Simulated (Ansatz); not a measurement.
**SiC₂ (singlet): the correlation ladder, cc-pVDZ**

How much of the correlation energy of SiC₂ (singlet) does each wave-function method recover here?

The runs use Ansatz 0.2.0, Gaussian basis; cc-pVDZ, core rule «outside noble gas», up to 7 orbitals frozen.

Plan: UHF; CCSD(T) on RHF; CCSD(T) on UHF; BCCD(T) on RHF; CISD; CCSDT(Q) on RHF; CCSDT(Q) on UHF; CCSDTQ on RHF; CASSCF and MRCISD+Q, 12 electrons in 12 orbitals; CASSCF and NEVPT2, 12 electrons in 12 orbitals.

4 further runs of the same task are left out: 4 set aside as unsound or not needed.

## Step 1: What is computed

The geometry is a PBE0/def2-TZVP stationary point (not a proven minimum).

3 atoms, charge 0, spin multiplicity 1.

Atoms are counted from 1 here; the program's logs count them from 0.

Bond lengths: C1–Si2 1.836 Å, C1–C3 1.263 Å, Si2–C3 1.836 Å. Angles: Si2–C1–C3 69.9°, C1–Si2–C3 40.2°, C1–C3–Si2 69.9°.

## Step 2: UHF

in.yaml reads:

```yaml
crystal:
  periodic: [false, false, false]
  atoms:
    - {symbol: C, position_ang: [0.000000, 0.631350, 0.929211]}
    - {symbol: Si, position_ang: [0.000000, 0.000000, -0.794750]}
    - {symbol: C, position_ang: [0.000000, -0.631350, 0.929211]}
basis:
  gaussian: {orbitals: cc-pVDZ}
magnetization: {spin_polarized: true, initial_magnetization: 0}
hamiltonian: {xc: hf}
output: {orbitals: {seedname: orbitals}}
```

Command:

```console
ansatz run in.yaml --threads 1 --pin off --events-out ev --progress --plain --max-ram 4096MiB --backend cpu
```

After this run come: CCSD(T) on RHF; CCSD(T) on UHF; BCCD(T) on RHF; CISD; CCSDT(Q) on RHF; CCSDT(Q) on UHF; CCSDTQ on RHF; CASSCF and MRCISD+Q, 12 electrons in 12 orbitals; CASSCF and NEVPT2, 12 electrons in 12 orbitals.

**Question.** What will the summary of the whole plan be? Wanted: RCCSDTQ below the RHF energy; RMP2 from RCCSDTQ; RCCSD from RCCSDTQ; RCCSD(T) from RCCSDTQ; RCCSDT(Q) from RCCSDTQ; NEVPT2 valence from RCCSDTQ; MRCISD+Q valence from RCCSDTQ; T1 diagnostic; effectively unpaired electrons.

The runs gave:

```
                         quantity        value
     RCCSDTQ below the RHF energy   -9.5401 eV
                RMP2 from RCCSDTQ  +1146.9 meV
               RCCSD from RCCSDTQ   +582.2 meV
            RCCSD(T) from RCCSDTQ    +67.3 meV
           RCCSDT(Q) from RCCSDTQ     -5.8 meV
      NEVPT2 valence from RCCSDTQ  +1091.9 meV
    MRCISD+Q valence from RCCSDTQ    +56.8 meV
levels within 1 kcal/mol (43 meV)    RCCSDT(Q)
                    T1 diagnostic        0.021
   effectively unpaired electrons         0.12
```

In words: RCCSD(T) lands +67.3 meV from the yardstick (0.7 % of the correlation energy). One determinant dominates. Of the multireference levels listed MRCISD+Q valence comes nearest in total energy (+56.8 meV), which doesn't show that its space is the better one. These misses are within one basis, not against nature.
